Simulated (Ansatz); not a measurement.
The same path of CH5BO + H2 (10 atoms, charge 0, multiplicity 1) was run twice with different band settings. Lost on the way: B1–C2, H9–H10. Made: B1–H9, C2–H10.

All numbers below come from Ansatz 0.2.0, RKS BLYP/6-31G*.

Relaxed end points:

```xyz
10
Properties=species:S:1:pos:R:3
B -0.085 0.793 0.197
C -0.182 0.862 1.775
H -1.193 0.691 2.192
H 0.501 0.121 2.233
H 0.170 1.847 2.137
H 0.957 0.964 -0.384
O -1.151 0.541 -0.629
H -1.978 0.408 -0.117
H 0.274 -4.800 0.404
H 0.415 -4.845 1.138
```

```xyz
10
Properties=species:S:1:pos:R:3
B 0.079 -0.600 -1.543
C -0.214 -0.161 3.058
H -1.223 0.044 3.451
H 0.521 0.442 3.612
H -0.171 0.103 1.990
H 1.034 -0.046 -2.016
O -0.664 0.134 -0.661
H -1.428 -0.372 -0.311
H -0.226 -1.735 -1.820
H 0.020 -1.229 3.187
```

Common settings: movable images 9; climbing image yes; spring 5.0 eV/Å²; optimiser quadratic models (default); start path through a guess of the saddle point; iteration limit 60; end points relaxed.

| run | force threshold |
| --- | --- |
| 1 | 0.05 eV/Å |
| 2 | 0.2 eV/Å |

Question: What does each run give, and how far can it be trusted?

Answer: Run 1: converged after 16 iterations, highest image 1.928 eV above the first end. A structure lower than the first end lies on the path between it and the top, so the climb from that side starts below the end, which may itself be a saddle point or a shallow side well. Neighbouring images differ by up to 1.8 eV, so the band resolves the path poorly. A vibrational analysis at the climbing image gives one clearly imaginary mode, 1228i cm⁻¹: a first-order saddle point.
Run 2: converged after 13 iterations, highest image 1.933 eV above the first end. The threshold of 0.2 eV/Å is loose, so the images may lie well off the minimum-energy path. Neighbouring images differ by up to 1.8 eV, so the band resolves the path poorly. The order of the point at the top wasn't checked.
The orbitals stay closed-shell, which can raise the energy where a bond breaks towards radicals; this wasn't checked here.
